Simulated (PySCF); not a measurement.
acetone cation (C3H6O), SMILES CC(C)=O (connectivity only; charge and spin as stated), charge +1, multiplicity 2.

Coordinates come from a r2SCAN-D4/def2-SVP optimisation. The spin state was assumed, not searched.

These are M06-2X/def2-TZVP (PySCF) values and carry that method's errors.

Gas-phase values at a fixed geometry.

Computed frontier levels, dipole moment and polarisability:
```yaml
"α spin, highest occupied and lowest empty level": -17.97 and -6.87 eV
"β spin, highest occupied and lowest empty level": -18.61 and -10.62 eV
dipole_moment_about_the_centre_of_nuclear_charge: 1.99 D
mean_static_polarisability: 36.3 bohr³ (5.37 Å³)
polarisability_principal_values: 27.9, 40.4, 40.5 bohr³
"⟨S²⟩": 0.758 (pure state 0.75)
```
